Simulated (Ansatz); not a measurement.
**C₂H₃Si radical: two vibrations frozen in**

A grid of calculations on C₂H₃Si, SMILES C1=C[SiH]1, spin multiplicity 2, to see where the energy is lowest and how it rises around there.

Method: UHF-MP2, frozen core/def2-TZVP; program: Ansatz 0.2.0.

## 1. Where the work starts

SMILES `C1=C[SiH]1`, 6 atoms, charge 0, spin multiplicity 2.

Atoms are counted from 1 here; the program's logs count them from 0.

Bond lengths: C1–C2 1.351 Å, C1–Si3 1.845 Å, C1–H4 1.102 Å, C2–Si3 1.845 Å, C2–H5 1.102 Å, Si3–H6 1.528 Å. Angles: C2–C1–Si3 68.5°, C2–C1–H4 136.1°, Si3–C1–H4 155.3°, C1–C2–Si3 68.5°, C1–C2–H5 136.1°, Si3–C2–H5 155.3°, C1–Si3–C2 43.0°, C1–Si3–H6 119.4°, C2–Si3–H6 119.4°.

As a file:

| atom | x (Å) | y (Å) | z (Å) |
| --- | --- | --- | --- |
| C1 | -0.5923 | -0.5478 | -0.2401 |
| C2 | 0.3168 | 0.3383 | -0.7026 |
| Si3 | 0.7998 | -0.3251 | 0.9494 |
| H4 | -1.5480 | -0.9657 | -0.5969 |
| H5 | 0.4307 | 0.9631 | -1.6037 |
| H6 | 0.5931 | 0.5371 | 2.1940 |

This geometry comes from a loose relaxation at PBE in a small basis, which is not shown.

## 4. Setting up the map

- normal mode 5 (789 cm⁻¹): 9 values from −0.934 to 0.934 amu½·Å
- normal mode 11 (3216 cm⁻¹): 9 values from −0.229 to 0.229 amu½·Å

Nothing else is relaxed (straight displacements along the two mass-weighted modes). Energies count from the relaxed molecule at the same level. Points are written as (first, second).

The patterns, per unit of each coordinate (Å):

| atom | x1 | y1 | z1 | x2 | y2 | z2 |
| --- | --- | --- | --- | --- | --- | --- |
| C1 | 0.060 | -0.038 | 0.118 | -0.050 | -0.022 | -0.020 |
| C2 | 0.093 | -0.005 | 0.101 | -0.006 | -0.032 | 0.048 |
| Si3 | -0.074 | 0.021 | -0.104 | 0.000 | 0.000 | 0.000 |
| H4 | 0.047 | -0.029 | 0.168 | 0.581 | 0.259 | 0.225 |
| H5 | 0.108 | 0.030 | 0.137 | 0.070 | 0.376 | -0.557 |
| H6 | 0.068 | -0.079 | -0.018 | 0.001 | 0.001 | 0.000 |

(The set-up runs are not shown.)

## 5. Point (0.000 amu½·Å, 0.000 amu½·Å)

File input.yaml:

```yaml
crystal:
  periodic: [false, false, false]
  atoms:
    - { symbol: C, position_ang: [-0.590626, -0.542223, -0.23171] }
    - { symbol: C, position_ang: [0.315867, 0.341369, -0.692984] }
    - { symbol: Si, position_ang: [0.779745, -0.307669, 0.942997] }
    - { symbol: H, position_ang: [-1.521834, -0.952453, -0.601214] }
    - { symbol: H, position_ang: [0.419539, 0.939875, -1.589093] }
    - { symbol: H, position_ang: [0.5973, 0.521091, 2.171995] }
magnetization:
  spin_polarized: true
  initial_magnetization: 1
basis:
  gaussian: { orbitals: def2-TZVP }
hamiltonian:
  xc: hf
output:
  forces: true
correlation:
  method: mp2
scf:
  omitted_lower_state_checks: [cluster_reference]
```

The run is started by

```bash
ansatz run input.yaml --threads 1 --pin off --max-ram 2560MiB --backend cpu --events-out ev --progress --plain --runs-dir out
```

Further runs follow: the other points that were computed.

**Question.** What will these runs give? Wanted: lowest point; highest computed point; largest force on an atom; dipole moment.

**Answer**, as computed:

| quantity | value |
| --- | --- |
| lowest point | (0.000 amu½·Å, 0.000 amu½·Å), 0.00 eV |
| highest computed point | (0.934 amu½·Å, −0.229 amu½·Å), 2.52 eV above the lowest |
| largest force on an atom (eV/Å) | 0.0 at (0.000 amu½·Å, 0.000 amu½·Å) to 13.2 at (0.934 amu½·Å, −0.229 amu½·Å); 0.0 at the lowest point |
| dipole moment (D) | 0.10 at (−0.934 amu½·Å, 0.000 amu½·Å) to 1.50 at (0.934 amu½·Å, 0.000 amu½·Å); 0.56 at the lowest point |
| time for the whole task | 8.1 min on 1 thread, shared host |

In words: The lowest computed point is at (0.000 amu½·Å, 0.000 amu½·Å), 0.00 eV from the relaxed molecule at the same level. No other kind of well shows on this grid. The highest computed point, (0.934 amu½·Å, 0.229 amu½·Å), lies 2.52 eV above the lowest. Round the minimum the two coordinates are nearly uncoupled.
